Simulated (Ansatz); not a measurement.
# One shape, several levels: BN (boron nitride)

Aim: a comparison of 6 runs (UB2PLYP/6-31G, UCAM-B3LYP/3-21G, UCAM-B3LYP/6-31G, UPBE0/3-21G, UPBE0/6-31G, UBCCD(T)/6-31G) of BN (boron nitride). 

Program for the calculation: Ansatz 0.2.0.

69 further runs of the same task are left out: 69 set aside as unsound or not needed.

## 1. Starting point

BN has 2 atoms, charge 0, and is taken as a triplet. SMILES: `B#N`. The N2–B1 distance was set to 3.289 Å, away from the relaxed value.

## 2. A single-point energy at UB2PLYP/6-31G (run 1)

Input file job.yaml:

```yaml
crystal:
  periodic: [false, false, false]
  atoms:
    - {symbol: B, position_ang: [-0.000000, -0.000000, -1.996750]}
    - {symbol: "N", position_ang: [0.000000, 0.000000, 1.291950]}
basis:
  gaussian: {orbitals: 6-31G}
correlation: {frozen_orbitals: {B: 1, "N": 1}}
accuracy: high
hamiltonian: {xc: {name: B2PLYP}}
magnetization: {spin_polarized: true, initial_magnetization: 2}
```

Command:

```
$ ansatz run job.yaml --threads 1 --pin off --max-ram 3480MiB --events-out events.jsonl --progress --plain --runs-dir runs
```

Standard output:

```text
Warning: RAYON_NUM_THREADS=1 ignored (pool sized by the plan → 1); use --threads N
Functional definition: B2PLYP
  name "B2PLYP"
  parameter a = 0.53
  parameter c = 0.27
  exchange = (1 - a)*b88_x + a*exact_x
  correlation = (1 - c)*lyp_c + c*(mp2_os + mp2_ss)
404 factors; integrals over basis functions are off by at most 3.9e-9 eV
mean field evaluation 1: about -2146.0479 eV, gradient 2.0e1 eV
mean field evaluation 2: about -2146.0491 eV, gradient 2.0e1 eV
mean field evaluation 4: about -2149.4927 eV, gradient 8.1e0 eV
mean field evaluation 8: about -2151.9591 eV, gradient 8.9e0 eV
mean field evaluation 16: about -2153.2761 eV, gradient 1.1e-3 eV
mean field evaluation 32: about -2153.2761 eV, gradient 7.9e-5 eV
mean field evaluation 64: about -2049.6650 eV, gradient 5.0e1 eV
mean field -2153.27607718 eV, -79.1314362935 hartree, gradient 2.0e-8 eV, S^2 2.950279; 5 other end points of the search recorded, 0 dependent functions left out
2 core orbitals not correlated: weight in the atoms' cores, before any rotation towards them, 1.000 or more for the frozen orbitals, at most 0.000 for the correlated occupied ones
reference -2153.27609449 eV, -79.1314369296 hartree; 5, 3 occupied and 11, 13 virtual orbitals, 404 factors
second order -1.80672772 eV of doubles, -0.00000000 eV of singles
Total energy: -2153.76391098 eV, -79.1493638547 hartree
```

Run time: 1.3 s. Hardware: 1 thread of Intel Xeon 6975P-C (Granite Rapids), shared host.

## 3. The energy at UCAM-B3LYP/3-21G (run 2)

Input file in.yaml:

```yaml
crystal:
  periodic: [false, false, false]
  atoms:
    - symbol: B
      position_ang: [-0.000000, -0.000000, -1.996750]
    - symbol: N
      position_ang: [0.000000, 0.000000, 1.291950]
basis:
  gaussian:
    orbitals: 3-21G.json
magnetization:
  spin_polarized: true
  initial_magnetization: 2
accuracy: high
hamiltonian:
  xc: {name: CAM-B3LYP}
```

The basis set 3-21G is read from a file made from the Basis Set Exchange's data (not shown).

Command:

```
$ ansatz run in.yaml --threads 1 --pin off --max-ram 3480MiB --events-out events.jsonl --progress --plain --runs-dir runs
```

Standard output:

```text
Warning: RAYON_NUM_THREADS=1 ignored (pool sized by the plan → 1); use --threads N
Functional definition: CAM-B3LYP
  name "CAM-B3LYP"
  parameter alpha = 0.19
  parameter beta = 0.46
  parameter omega = 0.33/bohr
  parameter ac = 0.81
  exchange = (1 - alpha - beta)*b88_x + beta*b88_x_sr(omega) + alpha*exact_x + beta*exact_x_lr(omega)
  correlation = (1 - ac)*vwn5_c + ac*lyp_c
366 factors; integrals over basis functions are off by at most 3.1e-9 eV
156 factors; integrals over basis functions are off by at most 1.7e-9 eV
mean field evaluation 1: about -2135.5661 eV, gradient 2.3e1 eV
mean field evaluation 2: about -2012.8518 eV, gradient 1.0e2 eV
mean field evaluation 4: about -2140.4158 eV, gradient 1.5e1 eV
mean field evaluation 8: about -2140.9484 eV, gradient 1.3e1 eV
mean field evaluation 16: about -2143.5442 eV, gradient 5.3e-7 eV
mean field evaluation 32: about -2143.5442 eV, gradient 3.1e-4 eV
mean field -2143.54424782 eV, -78.7737981608 hartree, gradient 5.1e-9 eV, S^2 2.931711; 2 other end points of the search recorded, 0 dependent functions left out
reference -2143.54426011 eV, -78.7737986125 hartree; 7, 5 occupied and 11, 13 virtual orbitals, 366 factors
Total energy: -2143.54426011 eV, -78.7737986125 hartree
```

It took 1.2 s on 1 thread of Intel Xeon 6975P-C (Granite Rapids), shared host.

Runs 3 to 5 aren't shown in full; the table further down has their settings and results.

## 4. The energy at UBCCD(T)/6-31G (run 6)

Input file job.yaml:

```yaml
crystal:
  periodic: [false, false, false]
  atoms:
    - symbol: B
      position_ang: [-0.000000, -0.000000, -1.996750]
    - symbol: "N"
      position_ang: [0.000000, 0.000000, 1.291950]
basis:
  gaussian:
    orbitals: 6-31G
magnetization:
  spin_polarized: true
  initial_magnetization: 2
correlation:
  method: bccd_t
  frozen_orbitals: {B: 1, "N": 1}
accuracy: high
scf:
  omitted_lower_state_checks: [cluster_reference, increment]
```

Command:

```
$ ansatz run job.yaml --threads 1 --pin off --max-ram 3480MiB --events-out events.jsonl --progress --plain --runs-dir runs
```

Standard output:

```text
Warning: RAYON_NUM_THREADS=1 ignored (pool sized by the plan → 1); use --threads N
[... 16 lines left out ...]
2 core orbitals not correlated: weight in the atoms' cores, before any rotation towards them, 1.000 or more for the frozen orbitals, at most 0.000 for the correlated occupied ones
[... 47 lines left out ...]
Total energy: -2149.22895244 eV, -78.9827072026 hartree
Checks for a lower state left out: cluster_reference, increment
```

It took 0.56 s on 1 thread of Intel Xeon 6975P-C (Granite Rapids), shared host.

## 5. All runs side by side

```
run             level  frozen core orbitals  energy (Eh)   ⟨S²⟩  wall time
  1     UB2PLYP/6-31G                     2   -79.149364  2.950      1.3 s
  2  UCAM-B3LYP/3-21G                     –   -78.773799  2.932      1.2 s
  3  UCAM-B3LYP/6-31G                     –   -79.195738  2.918     0.79 s
  4       UPBE0/3-21G                     –   -78.716914  2.911     0.95 s
  5       UPBE0/6-31G                     –   -79.138196  2.893      0.7 s
  6    UBCCD(T)/6-31G                     2   -78.982707  2.983     0.56 s
```

## 6. Summary of results

| quantity | value |
| --- | --- |
| run 6: total energy | -78.98271 Eh |
| run 6: correlation energy (2 core orbitals frozen) | -78.2 mEh |
| run 6: (T) correction | -0.79 mEh |
| run 6: ⟨S²⟩ of the reference determinant | 2.983 |

In words: Totals of different functionals can't be ranked against each other. Spin contamination of the reference: run 6 ⟨S²⟩ = 2.98, run 1 ⟨S²⟩ = 2.95, run 2 ⟨S²⟩ = 2.93, run 3 ⟨S²⟩ = 2.92, run 4 ⟨S²⟩ = 2.91, run 5 ⟨S²⟩ = 2.89. Where it is this large, the reference is a mixture of spin states, and values that rest on it are in doubt. All runs together took 5.5 s, the longest 1.3 s.
